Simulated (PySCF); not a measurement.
# Frontier orbitals and the lowest excitations

C4H11P2 (charge +1).
Structure used (GFN2-xTB), in Å, numbered top down from 1:
```xyz
17
C4H11P2 angstrom
C      3.030   -0.633    0.531
P      2.283    0.757   -0.421
C      0.528    0.583   -0.058
C     -0.125   -0.574    0.155
P     -1.890   -0.700    0.301
C     -2.775    0.861    0.159
H      4.097   -0.439    0.620
H      2.596   -0.720    1.526
H      2.910   -1.568   -0.014
H      2.466    1.785    0.508
H     -0.036    1.504   -0.157
H      0.404   -1.515    0.235
H     -2.400   -1.579   -0.633
H     -2.223   -1.291    1.502
H     -2.584    1.305   -0.820
H     -3.846    0.689    0.269
H     -2.442    1.548    0.939
```

Method used: PySCF, TDDFT PBE0/def2-SVPD, vertical, gas phase, core orbitals frozen in the response.

Frontier orbitals with the atoms that hold most of them (Löwdin shares over 4%, at most four atoms; ? is withheld):

```
orbital  ε (eV)                             atoms
 HOMO-3  -14.13   C3 20%, P2 20%, C1 16%, H10 10%
 HOMO-2  -13.67    C1 33%, P2 26%, C3 11%, H10 8%
 HOMO-1  -13.12     C3 32%, C4 29%, P2 12%, P5 6%
   HOMO  -10.80                                 ?
   LUMO       ?                                 ?
 LUMO+1   -4.31  P5 37%, C6 15%, H14 11%, H13 10%
 LUMO+2   -3.85  P5 37%, H13 12%, H14 12%, C4 12%
```

Task: Which atoms hold the HOMO, and with what shares?

Result: P2 (bonded to 2 C and H) 53%; C4 (bonded to C, P and H) 12%; C3 (bonded to C, P and H) 11%; C1 (bonded to P and 3 H) 10%. By element: phosphorus 53% or more, carbon 33% or more.

Task: Which atoms hold the LUMO, and with what shares?

Result: C3 (bonded to C, P and H) 34%; C4 (bonded to C, P and H) 22%; P5 (bonded to 2 C and 2 H) 14%; P2 (bonded to 2 C and H) 12%. By element: carbon 56% or more, phosphorus 26%.

Task: What is the LUMO energy, and the HOMO–LUMO gap?

Result: ε(LUMO) = -5.54 eV; the gap is 5.25 eV (0.1931 hartree).

Task: How does S1 compare with the orbital gap of 5.25 eV?

Result: S1 is at 4.61 eV (f = 0.312), 0.65 eV below the gap, made of HOMO→LUMO (97%). Without the coupling terms of the response equations the lowest excitation would equal the gap.

Task: Give energy, strength and leading configuration of S1 and S2, and follow the Löwdin shares of the leading atoms from the occupied to the empty orbital.

Result: 
- S1 (4.61 eV, f 0.312), HOMO→LUMO (97%): P2 53% → 12%, C4 12% → 22%, C3 11% → 34%
- S2 (5.56 eV, f 0.0079), HOMO→LUMO+1 (97%): P2 53% → at most 11%, C4 12% → at most 11%, P5 at most 10% → 37%, C6 at most 10% → 15%

Löwdin shares depend on the basis, the more so with diffuse functions.

One conformer stands for the species.
